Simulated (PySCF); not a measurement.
## Checking a proposed structure

A compound C5H11F gives the data below (simulated from a calculation) and was assigned the structure `CCC(C)(C)F`.

13C{1H} NMR (computed): δ 96.8 (CH), 36.8 (CH), 20.5 (CH3), 16.0 (CH3), 15.3 (CH3).

1H NMR (400 MHz, computed): δ 4.78 (m, 1H), 2.04 (m, 1H), 1.19 (m, 3H), 1.00 (d, 3H), 0.85 (d, 3H).

- coordinates at the GFN2-xTB level
- shieldings: GIAO PBE0/pcSseg-1
- code: PySCF 2.14
- one averaged value for each set of equivalent atoms, no relativistic terms, gas phase, one computed conformer

Chemical shifts δ = σref − σ; 1H (σref 31.72), 13C (σref 186.93) against TMS, all at this level.

Task: Compare with the shifts computed for the proposed structure, pairing carbons in order of shift.

Result: Structure with atom numbers: `[CH3:1][CH2:2][C:3]([CH3:4])([CH3:5])[F:6]`. Each H is labelled by its parent atom.

```tsv
atom	computed for proposal	given list	difference
C3	95.5	96.8	-1.3
C2	38.0	36.8	+1.2
C4	28.7	20.5	+8.2
C5	28.7	16.0	+12.7
C1	9.8	15.3	-5.5
```

The rms difference is 7.2 ppm and the largest +12.7 ppm at C5 (methyl carbon). The proposal also would give 4 carbon signals, not 5. The carbon types in order of shift don't match either: C, CH2, CH3, CH3, CH3 for the proposal against CH, CH, CH3, CH3, CH3 in the data. The proposal doesn't fit.

Task: Which isomer fits?

Result: SMILES CC(C)[C@@H](C)F.

- Carbon types of the structure: 2 × CH, 3 × CH3, which accounts for all hydrogens.
- δC 96.8: sp3 CH bonded to F; pulled downfield by the heteroatom.
- δC 36.8: sp3 CH; aliphatic region, no heteroatom directly attached.
- δC 20.5, 16.0, 15.3: methyl carbon; aliphatic region, no heteroatom directly attached.
- δH 4.78: hydrogen on an sp3 CH bonded to F; its carbon carries F, hence the downfield position.

The shifts were computed for this structure.

Splittings by 19F in the carbon and heteronuclear signals aren't shown, as no couplings were computed. Shifts are as computed. Against solution values, carbons near 30 ppm lie about +3 ppm off and those near 130 ppm about +5 ppm. Of 1211 compounds with measured shifts, 218 miss one by over three times the rms of a fit or turn the order of signals round; such compounds aren't used in these exercises. No couplings were computed; multiplicities are counted from neighbouring protons, with m where these are inequivalent, close in shift, in a saturated or five-membered ring or joined by F or P, and br s for small geminal =CH2 splittings.
